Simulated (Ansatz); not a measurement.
**SiH₂O+ (doublet): the correlation ladder, def2-TZVPP**

One table from this session's results is given with a row withheld; the runs are named, their logs left out.

Program: Ansatz 0.2.0, Gaussian basis. Level of theory: def2-TZVPP, core rule «outside noble gas», up to 6 orbitals frozen. These are calculated values, not measurements.

To be run: UHF; ROHF; CCSD(T) on UHF.

2 further runs of the same task are left out: 2 set aside as unsound or not needed.

### What is computed

The geometry is a PBE0/def2-TZVP stationary point (not a proven minimum) of the parent state, kept for this charge and spin.

4 atoms, charge 1, spin multiplicity 2.

Atoms are counted from 1 here; the program's logs count them from 0.

Bond lengths: Si1–O2 1.676 Å, Si1–H3 1.466 Å, Si1–H4 1.466 Å. Angles: O2–Si1–H3 114.7°, O2–Si1–H4 114.7°, H3–Si1–H4 130.6°.

The first run:

in.yaml reads:

```yaml
crystal:
  periodic: [false, false, false]
  atoms:
    - {symbol: Si, position_ang: [0.000000, 0.000000, 0.554993]}
    - {symbol: O, position_ang: [0.000000, 0.000000, -1.121434]}
    - {symbol: H, position_ang: [0.000000, 1.331946, 1.168229]}
    - {symbol: H, position_ang: [0.000000, -1.331946, 1.168229]}
basis:
  gaussian: {orbitals: def2-TZVPP}
total_charge: 1
magnetization: {spin_polarized: true, initial_magnetization: 1}
hamiltonian: {xc: hf}
output: {orbitals: {seedname: orbitals}}
```

Started as:

```sh
ansatz run in.yaml --threads 1 --pin off --events-out ev --progress --plain --max-ram 4096MiB --backend cpu
```

Steps of the session up to this table: UHF; ROHF; CCSD(T) on UHF.

One table of the session follows, with a row left open; its other results are not shown here.

```
  method  from UCCSD(T) (kcal/mol)
    ROHF                   +204.29
     UHF                   +201.07
    UMP2                         ?
   UCCSD                     +6.41
UCCSD(T)                         0
```

**Question.** Estimate the row for UMP2.

As computed: from UCCSD(T) (kcal/mol): +24.42. In the column «from UCCSD(T) (kcal/mol)» it lies between UCCSD (+6.41) and UHF (+201.07).
